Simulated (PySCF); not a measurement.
# Bond curve of SiN⁻

Set-up: basis Si aug-pcseg-1, N aug-pcseg-1; no relativity; PySCF 2.14. Energies in eV from Si⁻ + N in their ground configurations at the same level. State: ¹Σ⁺ (singlet), closed shell.

Curves on a restricted Hartree–Fock reference rise too fast on stretching and do not dissociate correctly.

```csv
R (Å),PBE,RHF-CCSD
1.371,-4.424,
1.435,-5.452,-4.171
1.498,-6.049,-4.762
1.546,-6.284,-4.987
1.594,-6.381,-5.070
1.642,-6.370,-5.044
1.706,-6.229,-4.879
1.785,-5.913,-4.532
1.881,-5.409,-3.990
2.008,-4.637,
```

Task: Put a parabola through the three lowest points of the PBE curve and estimate Re, k and ωe (reduced mass 9.332 u; 1 eV/Å² = 0.16022 mdyn/Å; ωe = 1302.8·√(k/μ) cm⁻¹).

Result: Through R = 1.546, 1.594, 1.642 Å the second-order coefficient is 23.4 eV/Å², so Re ≈ 1.613 Å, k ≈ 7.51 mdyn/Å and ωe ≈ 1169 cm⁻¹. A polynomial fit of higher order to the unrounded PBE energies gives Re = 1.612 Å, k = 6.83 mdyn/Å, ωe = 1115 cm⁻¹; anharmonicity and rounding make the difference.

The higher-order fit for each curve: PBE: Re = 1.612 Å, ωe = 1115 cm⁻¹, De = 6.39 eV; RHF-CCSD: Re = 1.605 Å, ωe = 1149 cm⁻¹, De = 5.07 eV.

Correlated steps freeze 6 core orbitals. Correlated levels converge slowly with the basis: in double zeta they bind strong bonds too weakly, by up to about 1 eV, and carry superposition errors of some tenths. For an ion De counts to the pair picked by the measured ionisation energies or electron affinities, which need not be the lowest pair at this level. Where the molecule has an RHF reference, its open-shell atoms are computed with UHF. The highest Kohn–Sham level is positive in this anion. Much of that is self-interaction error, but it also means that the finite basis helps to hold the extra electron. The CCSD T1 diagnostic is raised, a sign that a single reference may not be enough here.
